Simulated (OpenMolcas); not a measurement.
# C2H6Si (vinylsilane): levels of theory compared

Aim: a comparison of 6 runs (HF/STO-3G, B3LYP/6-31G*, M06-2X/6-311+G**, M06-L/6-311+G**, SVWN5/6-311+G**, CCSD(T)/6-311+G**) of C2H6Si (vinylsilane). 

Program for the calculation: OpenMolcas 26.06.

1 further run of the same task is left out (set aside as unsound or not needed).

### 1 The molecule

The species is C2H6Si (9 atoms), meant as a singlet with charge 0. As SMILES, `C=C[SiH3]`. The Si3–H8 distance was set to 1.933 Å, away from the relaxed value.

Bond lengths: C1–C2 1.330 Å, C2–Si3 1.859 Å, C1–H4 1.087 Å, C1–H5 1.087 Å, C2–H6 1.089 Å, Si3–H7 1.488 Å, Si3–H9 1.488 Å. Angles: C1–C2–Si3 123.1°, C1–C2–H6 118.1°, Si3–C2–H6 118.8°, C2–C1–H4 121.7°, C2–C1–H5 122.2°, C2–Si3–H7 110.8°, C2–Si3–H9 110.8°, H4–C1–H5 116.1°, H7–Si3–H9 107.5°. A long bond or contact: Si3–H8 1.933 Å.

### 2 The energy at HF/STO-3G (run 1)

Contents of calc.inp:

```
>>> EXPORT MOLCAS_PRINT=2

&GATEWAY
 BasLib=$CurrDir
 Coord
 9
 angstrom
 C       -0.612545       1.182305      -0.746095
 C        0.029855       1.024605       0.407805
 Si       0.661755      -0.619895       1.002305
 H       -0.804545       0.345105      -1.411695
 H       -0.975545       2.150705      -1.079295
 H        0.190555       1.904105       1.029805
 H        2.136955      -0.581795       1.196005
 H        0.223400      -1.972400      -0.307300
 H        0.047955      -0.982195       2.308905
 Basis=STO-3G
 Group=NoSym

&SEWARD

&SCF
 Thresholds=1e-10 1e-07 1e-07 1e-05
 PrOrbitals=1
```

The basis set STO-3G is read from a file made from the Basis Set Exchange's data (not shown).

Started as:

```
export MOLCAS_MEM=1860
pymolcas calc.inp > calc.log
```

The program printed:

```text
--- Start Module: gateway ---
[...]
--- Stop Module: gateway /rc=_RC_ALL_IS_WELL_ ---
--- Start Module: seward ---
[...]
      Basis functions           25
--- Stop Module: seward /rc=_RC_ALL_IS_WELL_ ---
--- Start Module: scf ---
[...]
       Convergence after  11 Iterations
[...]
::    Total SCF energy                               -363.7756625256
[...]
      Total spin, S                                     0.0000000000
[...]
      Total electronic charge=   32.000000
      Total            charge=   -0.000000
[...]
      Dipole Moment (debye):
      Origin of the operator (angstrom)=    0.2128    0.1725    0.4435
                   X=  1.0463E-01               Y=  3.3985E-01               Z=  3.1873E-01           Total=  4.7753E-01
      Quadrupole Moment (debye*angstrom):
[...]
--- Stop Module: scf /rc=_RC_ALL_IS_WELL_ ---
[...]
```

Wall time 1.6 s (1 thread of Intel Xeon Platinum 8375C at 2.90GHz (Ice Lake), shared host); peak memory 0.37 GiB.

### 3 The energy at B3LYP/6-31G(d) (spherical functions) (run 2)

Contents of test.inp:

```
* C2H6Si Kohn-Sham DFT
>>> EXPORT MOLCAS_PRINT=2
&gateway
baslib
$CurrDir
coord
9
angstrom
C       -0.612545       1.182305      -0.746095
C        0.029855       1.024605       0.407805
Si       0.661755      -0.619895       1.002305
H       -0.804545       0.345105      -1.411695
H       -0.975545       2.150705      -1.079295
H        0.190555       1.904105       1.029805
H        2.136955      -0.581795       1.196005
H        0.223400      -1.972400      -0.307300
H        0.047955      -0.982195       2.308905
basis
6-31Gs
group
NoSym
&seward
gridinput
Grid=UltraFine
End of Grid
&scf
ksdft
B3LYP
thresholds
1e-10 1e-07 1e-07 1e-05
prorbitals
1 2
```

The basis set 6-31G* is read from a file made from the Basis Set Exchange's data (not shown).

Started as:

```
export MOLCAS_MEM=1860
pymolcas test.inp > test.log
```

The program printed:

```text
--- Start Module: gateway ---
[...]
--- Stop Module: gateway /rc=_RC_ALL_IS_WELL_ ---
--- Start Module: seward ---
[...]
      Basis functions           58
--- Stop Module: seward /rc=_RC_ALL_IS_WELL_ ---
[...]
--- Start Module: scf ---
[...]
       Convergence after  14 Iterations
[...]
::    Total KS-DFT energy                            -369.2447822536
[...]
      Total spin, S                                     0.0000000000
[...]
      Total electronic charge=   32.000000
      Total            charge=   -0.000000
[...]
      Dipole Moment (debye):
      Origin of the operator (angstrom)=    0.2128    0.1725    0.4435
                   X= -1.8749E-01               Y=  1.2661E+00               Z=  1.0283E-01           Total=  1.2840E+00
      Quadrupole Moment (debye*angstrom):
[...]
--- Stop Module: scf /rc=_RC_ALL_IS_WELL_ ---
[...]
```

Wall time 14 s (1 thread of Intel Xeon Platinum 8375C at 2.90GHz (Ice Lake), shared host); peak memory 0.39 GiB.

Runs 3 to 4 aren't shown in full; the table further down has their settings and results.

### 4 The energy at SVWN5/6-311+G(d,p) (run 5)

Contents of run.input:

```
* C2H6Si Kohn-Sham DFT
>>> EXPORT MOLCAS_PRINT=2

&gateway
 baslib
 $CurrDir
 coord
 9
 angstrom
 C       -0.612545       1.182305      -0.746095
 C        0.029855       1.024605       0.407805
 Si       0.661755      -0.619895       1.002305
 H       -0.804545       0.345105      -1.411695
 H       -0.975545       2.150705      -1.079295
 H        0.190555       1.904105       1.029805
 H        2.136955      -0.581795       1.196005
 H        0.223400      -1.972400      -0.307300
 H        0.047955      -0.982195       2.308905
 basis
 6-311pGss
 group
 NoSym

&seward
 gridinput
 Grid=UltraFine
 End of Grid

&scf
 ksdft
 SVWN5
 thresholds
 1e-10 1e-07 1e-07 1e-05
 prorbitals
 1 1
```

The basis set 6-311+G** is read from a file made from the Basis Set Exchange's data (not shown).

Started as:

```
export MOLCAS_MEM=1860
pymolcas run.input > run.log
```

The program printed:

```text
--- Start Module: gateway ---
[...]
--- Stop Module: gateway /rc=_RC_ALL_IS_WELL_ ---
--- Start Module: seward ---
[...]
      Basis functions          110
--- Stop Module: seward /rc=_RC_ALL_IS_WELL_ ---
[...]
--- Start Module: scf ---
[...]
       Convergence after  15 Iterations
[...]
::    Total KS-DFT energy                            -367.3437020740
[...]
      Total spin, S                                     0.0000000000
[...]
      Total electronic charge=   32.000000
      Total            charge=   -0.000000
[...]
      Dipole Moment (debye):
      Origin of the operator (angstrom)=    0.2128    0.1725    0.4435
                   X= -1.5592E-01               Y=  1.0248E+00               Z=  7.5342E-02           Total=  1.0393E+00
      Quadrupole Moment (debye*angstrom):
[...]
--- Stop Module: scf /rc=_RC_ALL_IS_WELL_ ---
[...]
```

Wall time 26 s (1 thread of Intel Xeon Platinum 8375C at 2.90GHz (Ice Lake), shared host); peak memory 0.65 GiB.

### 5 A single-point energy at CCSD(T)/6-311+G(d,p) (Cholesky decomposition) (run 6)

Contents of calc.inp:

```
* C2H6Si CCSD(T)

&GATEWAY
 BasLib
 $CurrDir
 BasisSet
 C.6-311pGss....
 C1 -0.612545 1.182305 -0.746095 angstrom
 C2 0.029855 1.024605 0.407805 angstrom
 End of Basis
 BasisSet
 Si.6-311pGss....
 Si3 0.661755 -0.619895 1.002305 angstrom
 End of Basis
 BasisSet
 H.6-311pGss....
 H4 -0.804545 0.345105 -1.411695 angstrom
 H5 -0.975545 2.150705 -1.079295 angstrom
 H6 0.190555 1.904105 1.029805 angstrom
 H7 2.136955 -0.581795 1.196005 angstrom
 H8 0.223400 -1.972400 -0.307300 angstrom
 H9 0.047955 -0.982195 2.308905 angstrom
 End of Basis

&SEWARD
 High

&SCF
 Thresholds
 1e-10 1e-07 1e-07 1e-05
 PrOrbitals
 1 2

&CHCC
 Frozen
 7
 Threshold
 1e-08
 MaxIterations
 80

&CHT3
 Frozen
 7
```

The basis set 6-311+G** is read from a file made from the Basis Set Exchange's data (not shown).

Started as:

```
export MOLCAS_MEM=1860
pymolcas calc.inp > calc.log
```

The program printed:

```text
--- Start Module: gateway ---
[...]
--- Stop Module: gateway /rc=_RC_ALL_IS_WELL_ ---
[...]
      Basis functions          110
[...]
       Convergence after  13 Iterations
[...]
::    Total SCF energy                               -368.1175280022
[...]
      Total spin, S                                     0.0000000000
[...]
      Total electronic charge=   32.000000
      Total            charge=   -0.000000
[...]
      Dipole Moment (debye):
      Origin of the operator (angstrom)=    0.2128    0.1725    0.4435
                   X= -1.7516E-01               Y=  1.2636E+00               Z=  1.2484E-01           Total=  1.2818E+00
      Quadrupole Moment (debye*angstrom):
[...]
--- Start Module: chcc ---
[...]
--- Stop Module: chcc /rc=_RC_ALL_IS_WELL_ ---
[...]
--- Start Module: cht3 ---
[...]
--- Stop Module: cht3 /rc=_RC_ALL_IS_WELL_ ---
[...]
```

Run time: 6 min. Hardware: 1 thread of Intel Xeon Platinum 8375C at 2.90GHz (Ice Lake), shared host; peak memory 0.2 GiB.

### 6 The series

```tsv
run	level	integration grid	integral approximation	energy (Eh)	dipole moment (D) of the reference	HOMO energy (eV)	LUMO energy (eV)	wall time
1	HF/STO-3G	–	none	-363.775663	0.48	-8.58	8.44	1.6 s
2	B3LYP/6-31G* (spherical functions)	UltraFine	none	-369.244782	1.28	-7.62	-0.31	14 s
3	M06-2X/6-311+G**	UltraFine	none	-369.199246	1.08	-9.30	0.14	48 s
4	M06-L/6-311+G**	UltraFine	none	-369.258008	1.10	-7.15	-1.32	53 s
5	SVWN5/6-311+G**	UltraFine	none	-367.343702	1.04	-7.14	-1.79	26 s
6	CCSD(T)/6-311+G** (Cholesky decomposition)	–	CD high	-368.573821	1.28	-10.52	1.55	6 min
```

### 7 What came out

```
                                          quantity          value
                               run 6: total energy  -368.57382 Eh
         run 6: dipole moment (mean-field density)         1.28 D
        run 6: HOMO energy (Hartree–Fock orbitals)      -10.52 eV
        run 6: LUMO energy (Hartree–Fock orbitals)        1.55 eV
      run 6: HOMO–LUMO gap (Hartree–Fock orbitals)       12.08 eV
run 6: correlation energy (7 core orbitals frozen)     -456.3 mEh
                             run 6: (T) correction     -16.26 mEh
```

Over runs 1, 2, 3, 4, 5 the dipole moment (its size) runs from 0.48 D (HF/STO-3G) to 1.28 D (B3LYP/6-31G*). The two ends differ in method and basis. Over runs 1, 2, 3, 4, 5 the HOMO–LUMO gap runs from 5.35 eV (SVWN5/6-311+G**) to 17.02 eV (HF/STO-3G). Totals of different functionals can't be ranked against each other. In run 1 the basis is minimal, so the values are rough. All runs together took 8.4 min, the longest 6 min.
